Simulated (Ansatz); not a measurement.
Born–Oppenheimer molecular dynamics of BH$_{4}$N (6 atoms, charge 0, multiplicity 1). It starts from a relaxed structure.

All numbers below come from RKS PBE0-D4/def2-SVP in Ansatz.

```json
{
  "ensemble": "NVT, Langevin thermostat",
  "time step": "0.5 fs",
  "steps asked": "150",
  "set temperature": "500 K",
  "friction": "0.05 /fs",
  "seed": "626046"
}
```

First frame:

```xyz
6
Properties=species:S:1:pos:R:3
B 0.000 0.000 0.071
N 0.000 0.000 1.458
H -0.839 -0.109 2.013
H 0.839 0.109 2.013
H 1.048 0.136 -0.518
H -1.048 -0.136 -0.518
```

(1) How far do the bonds stretch over the last three quarters of this one trajectory? (Pairs bonded in most of those frames.)

## Answers

(1) 
```json
{"bond": "B1–N2", "mean (Å)": "1.382", "spread (Å)": "0.017", "shortest": "1.36", "longest": "1.43"}
{"bond": "B1–H5", "mean (Å)": "1.215", "spread (Å)": "0.040", "shortest": "1.12", "longest": "1.32"}
{"bond": "B1–H6", "mean (Å)": "1.230", "spread (Å)": "0.073", "shortest": "1.09", "longest": "1.36"}
{"bond": "N2–H3", "mean (Å)": "1.016", "spread (Å)": "0.028", "shortest": "0.97", "longest": "1.06"}
{"bond": "N2–H4", "mean (Å)": "1.015", "spread (Å)": "0.018", "shortest": "0.98", "longest": "1.06"}
```

Mean temperature of the second half: 485 K. A run of 0.075 ps of so small a system gives no equilibrium averages.

Run time: 89 s on 1 thread of Arm Neoverse V2 (shared host), peak memory 0.086 GiB.
